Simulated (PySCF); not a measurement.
## Computed NMR parameters against published values

Atoms are numbered as in `[CH2:1]=[CH:2][C:3]#[N:4]`; H(Xn) means a hydrogen on atom n. Ha(C1) is cis to C3; Hb(C1) is trans to C3.

Published estimates (parent shift plus substituent increments) and measurements: δ ¹H Ha(C1) 6.24; Hb(C1) 6.11; H(C2) 5.69 ppm (measured; solution, not stated per compound (mostly CDCl3 or CCl4); Pretsch, Buehlmann, Badertscher, Structure Determination of Organic Compounds, 4th ed. (2009)).
δ ¹³C C1 137.5; C2 108.2 ppm (estimated from measurements, as parent shift plus tabulated substituent increment; solution, not stated per compound (mostly CDCl3 or CCl4); Pretsch, Buehlmann, Badertscher, Structure Determination of Organic Compounds, 4th ed. (2009)). Coupling constants: ³J(H(C2),Hb(C1)) (cis) 11.8 Hz, ³J(H(C2),Ha(C1)) (trans) 17.9 Hz, ²J(Ha(C1),Hb(C1)) 0.9 Hz, ¹J(C2,H(C2)) 176.7 Hz.

No solvent, one conformer, non-relativistic Hamiltonian. GIAO B97-2/pcSseg-2 shieldings; structure optimised with PBE0-D3(BJ)/def2-TZVP; J: B3LYP/pcJ-2; PySCF 2.14.

Question: How close does the calculation come?

Answer: 
Reference values: measured (solution, not stated per compound (mostly CDCl3 or CCl4); Pretsch, Buehlmann, Badertscher, Structure Determination of Organic Compounds, 4th ed. (2009)).
```
 atoms  quantity  reference  computed  computed, scaled
Ha(C1)      δ ¹H       6.24      6.43              6.17
Hb(C1)      δ ¹H       6.11      6.22              5.98
 H(C2)      δ ¹H       5.69      5.82              5.60
```

Reference values: estimated from measurements, as parent shift plus tabulated substituent increment (solution, not stated per compound (mostly CDCl3 or CCl4); Pretsch, Buehlmann, Badertscher, Structure Determination of Organic Compounds, 4th ed. (2009)).
| atoms | quantity | reference | computed | computed, scaled |
| --- | --- | --- | --- | --- |
| C1 | δ ¹³C | 137.5 | 145.6 | 138.5 |
| C2 | δ ¹³C | 108.2 | 116.7 | 110.6 |

Computed shifts are σ(ref) − σ with the named reference compound (TMS for H and C) calculated as an isolated molecule at the same level. The measured values may be among those fitted. Expected solution values come from regression of measured δ (H and C: mostly CDCl3, vs TMS) on computed σ: ¹³C: δ = 176.83 − 0.965σ (rms 2.0 ppm, 507 shifts, 2.1 ppm with the 1 outlier that the fit left out); ¹H: δ = 29.81 − 0.938σ (rms 0.14 ppm, 293 shifts, 0.16 ppm with the 4 outliers that the fit left out). Occasional misses reach two or three times the rms, and more in compound classes unlike the fitted ones.

Coupling constants in Hz:
```tsv
coupling	reference	computed	source
³J(H(C2),Hb(C1)) cis	11.8	14.1	measured; solution (compiled); Pretsch, Buehlmann, Badertscher, Structure Determination of Organic Compounds, 4th ed., Springer 2009
³J(H(C2),Ha(C1)) trans	17.9	20.0	measured; solution (compiled); Pretsch, Buehlmann, Badertscher, Structure Determination of Organic Compounds, 4th ed., Springer 2009
²J(Ha(C1),Hb(C1))	0.9	2.3	measured; solution (compiled); Pretsch, Buehlmann, Badertscher, Structure Determination of Organic Compounds, 4th ed., Springer 2009
¹J(C2,H(C2))	176.7	178.8	measured; liquid or solution (compiled); San Fabian, Garcia de la Vega, Suardiaz et al., Magn. Reson. Chem. 2013, 51, 775 (SI)
```

Question: How far are the unscaled ¹H shifts from the references?

Answer: Mean signed difference +0.14 ppm, mean absolute 0.14 ppm over 3 comparisons; the largest is +0.19 ppm at Ha(C1) (hydrogen on a terminal =CH2 carbon).

Question: How far are the unscaled ¹³C shifts from the references?

Answer: Mean signed difference +8.30 ppm, mean absolute 8.30 ppm over 2 comparisons; the largest is +8.5 ppm at C2 (alkene CH).

9 of the 11 published NMR values on file for this molecule are compared. The rest: values whose atom or origin is in doubt.
